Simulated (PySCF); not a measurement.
Compound: boron trihydride, BH3.
InChI=1S/BH3/h1H3

Linear response at PBE0/aug-cc-pVTZ (PySCF, frozen core in the response, non-relativistic). Geometry: PBE0-D3(BJ)/def2-TZVP; no solvent, vibrations or thermal averaging.

Static isotropic polarisability: 17.71 au (2.62 Å³), principal values 14.7, 19.2, 19.2 au.

(1) What is the polarisability at 1064 nm and at the sodium D line?

(2) What is the isotropic C6 coefficient between two such molecules, C6 = (3/π)∫α(iω)² dω?

(3) Which effective excitation energy ω̄ makes London's formula C6 = (3/4)α²ω̄ exact here?

(4) How many electrons N does the Slater–Kirkwood formula C6 = (3/4)·√N·α^(3/2) need to give this C6?

(5) What molar refraction at the D line follows from R = (4π/3)·N_A·α′, with α′ the polarisability volume?

(6) What three-body coefficient follows from the one-pole estimate C9 = (3/4)·α·C6?

Answers

(1) 17.86 au at 1064 nm (+0.8 %), 18.20 au at 589.3 nm (+2.8 %). The rise at 589.3 nm is 3.33 times that at 1064 nm; a pure ω² law gives 3.26. The lowest singlet lies at 212 nm, shorter than both wavelengths.

(2) 119.7 au (Eh·bohr⁶) by a ten-point quadrature over imaginary frequencies, which is 71.5 eV·Å⁶ or 6.9 J·nm⁶/mol.

(3) ω̄ = 4·C6/(3α²) = 0.509 Eh = 13.8 eV. A one-pole form α(ω) = α/(1 − ω²/ω̄²) fitted to the 1064 nm value gives 12.9 eV.

(4) N = (4·C6/3)²/α³ = 4.6; the species has 8 electrons in all.

(5) α′ = 2.70 Å³ gives R = 6.80 cm³/mol, for isolated, non-vibrating species.

(6) 1590 au. This is an estimate from the two numbers above, not a computed integral.

On Arm Neoverse N1, one thread, no GPU (shared host), this took 2.7 s of wall time and 0.34 GiB of memory at its peak. This is the whole response run at PBE0/aug-cc-pVTZ, SCF included.
